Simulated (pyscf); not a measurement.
Four-centre exchange: `[SH][GeH3]` + `[ClH]` → `[SH][GeH2][Cl]` + `[H][H]`

Gas phase, singlet surface, charge 0. Bonds broken: Ge2–H4, Cl7–H8. Bonds formed: Ge2–Cl7, H4–H8. Single points on ωB97X-D3(BJ)/def2-SVP structures (PySCF, gas phase).

Transition state (Å):

```xyz
8

S      0.5997     1.8160     0.0139
Ge     0.0939    -0.3600    -0.1077
H      0.9968     1.7825     1.3010
H     -1.3929     0.0709     0.8409
H     -0.1030    -0.5293    -1.6027
H      1.0918    -1.0676     0.7908
Cl    -1.3897    -2.4487     0.1576
H     -1.5908    -0.7896     0.7157
```

One imaginary mode, 923i cm⁻¹; descent along it reached the two sides named.

| bond | change | reactant side (Å) | saddle | product side |
|---|---|---|---|---|
| Ge2–H4 | breaks | 1.536 | 1.816 | 4.3 |
| Cl7–H8 | breaks | 1.284 | 1.762 | 3.0 |
| Ge2–Cl7 | forms | 3.5 | 2.576 | 2.163 |
| H4–H8 | forms | 3.0 | 0.892 | 0.758 |

Electronic energies relative to the separated reactants (eV):

```json
[
 {"level": "ωB97X-D3(BJ)/def2-TZVP", "barrier": "1.53", "reaction energy": "-0.71", "reverse barrier": "2.24"},
 {"level": "PBE/def2-TZVP", "barrier": "1.28", "reaction energy": "-0.60", "reverse barrier": "1.88"},
 {"level": "r²SCAN/def2-TZVP", "barrier": "1.36", "reaction energy": "-0.66", "reverse barrier": "2.02"},
 {"level": "B3LYP-D3(BJ)/def2-TZVP", "barrier": "1.47", "reaction energy": "-0.64", "reverse barrier": "2.11"},
 {"level": "PBE0-D3(BJ)/def2-TZVP", "barrier": "1.39", "reaction energy": "-0.61", "reverse barrier": "2.01"},
 {"level": "M06-2X/def2-TZVP", "barrier": "1.42", "reaction energy": "-0.78", "reverse barrier": "2.19"},
 {"level": "ωB97M-D3(BJ)/def2-TZVP", "barrier": "1.60", "reaction energy": "-0.58", "reverse barrier": "2.18"},
 {"level": "HF/def2-TZVP", "barrier": "2.22", "reaction energy": "-0.52", "reverse barrier": "2.74"}
]
```

With ωB97M-D3(BJ)/def2-TZVP energies and thermal terms (ideal gas, 1 atm, RRHO with modes under 100 cm⁻¹ raised to 100, one conformer, R ln 2 for chiral ones without a mode under 150 cm⁻¹), in eV:

```csv
T (K),ΔH‡,ΔG‡,ΔH,ΔG
298,1.58,2.01,-0.63,-0.55
600,1.58,2.45,-0.59,-0.49
900,1.60,2.89,-0.57,-0.45
1200,1.61,3.32,-0.56,-0.41
```

The same reactants have a lower exit, to H₂S + Cl–GeH₃ (barrier +1.15 eV at ωB97M-D3(BJ)/def2-TZVP, against +1.60 eV here). One saddle was located; it need not be the lowest between these sides. Elements up to Kr have no core potential and no relativistic terms here.
